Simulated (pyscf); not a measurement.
`[Cl][InH][Cl]` + `[H][H]` → `[ClH]` + `[Cl][InH2]` (four-centre exchange; singlet surface; Cl–In, H–H broken, Cl–H, H–In formed). Single points on ωB97X-D3(BJ)/def2-SVP structures (PySCF, gas phase). Energies in eV from the separated reactants.

```csv
level,barrier,reaction energy
ωB97X-D3(BJ)/def2-TZVP,1.36,+1.13
PBE/def2-TZVP,1.10,+0.98
r²SCAN/def2-TZVP,…,…
B3LYP-D3(BJ)/def2-TZVP,1.29,+1.02
M06-2X/def2-TZVP,…,+1.18
HF/def2-TZVP,1.90,+0.98
```

Question: Some entries are withheld; supply them.

Answer: 
- r²SCAN/def2-TZVP, barrier: 1.16
- r²SCAN/def2-TZVP, reaction energy: +1.05
- M06-2X/def2-TZVP, barrier: 1.39

The functionals in the table span 0.28 eV in this barrier, from PBE to M06-2X. On the product side the descent ends in an adduct with a Cl–In contact, 0.46 eV under the separated species and 0.68 eV under the saddle at ωB97X-D3(BJ)/def2-TZVP. What is counted as broken (Cl–In) persists as a longer contact in the product adduct; parting that adduct is a step of its own. This is the saddle that the search found; another between the same sides may lie lower. Elements past Kr carry the def2 core potentials, without spin-orbit coupling.
